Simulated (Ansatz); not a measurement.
Geometry optimisation, RKS PBE/def2-SVP (Ansatz 0.2.0).

The input (input.yaml):

```yaml
crystal:
  periodic: [false, false, false]
  atoms:
    - { symbol: C, position_ang: [0.2622, 0.5951, 0.249] }
    - { symbol: C, position_ang: [0.8251, -0.0352, -0.5768] }
    - { symbol: O, position_ang: [-0.3174, -0.8127, -0.3185] }
    - { symbol: C, position_ang: [-0.7444, 0.1059, 0.5932] }
    - { symbol: H, position_ang: [1.7129, -0.1019, -1.2175] }
    - { symbol: H, position_ang: [-1.6963, 0.1848, 1.2244] }
basis:
  gaussian: { orbitals: def2-SVP }
hamiltonian:
  xc: pbe
relax:
  f_tol: 0.02
  max_steps: 40
scf:
  lower_state_search: "off"
```

Command:

```bash
$ ansatz run input.yaml --threads 1 --pin off --max-ram 2048MiB --backend cpu --events-out ev --progress --plain --runs-dir out
```

**Question.** Where does it end, and by what steps?

**Answer.** The run converged. After 10 steps the energy has fallen by 3.550 eV; C4 moved furthest, 0.36 Å. The start is strongly strained (largest force component 18 eV/Å).

```tsv
step	energy less start (eV)	largest force component (eV/Å)	accepted
0	0.0000	18.263	yes
1	-2.8632	3.767	yes
2	-3.1201	0.918	yes
3	-3.2517	0.593	yes
4	-3.4761	0.850	yes
5	-3.3193	1.465	no
6	-3.4982	1.183	yes
7	-3.5484	0.153	yes
8	-3.5485	0.142	yes
9	-3.5493	0.063	yes
10	-3.5496	0.007	yes
```

```xyz
6
Properties=species:S:1:pos:R:3
C 0.275 0.676 0.279
C 0.765 0.155 -0.882
O -0.300 -0.794 -0.336
C -0.694 -0.031 0.927
H 1.756 -0.269 -1.103
H -1.761 0.200 1.067
```

Whether the end is a true minimum wasn't checked by a vibrational analysis.

Run time: 13 s on 1 CPU thread of a shared host.
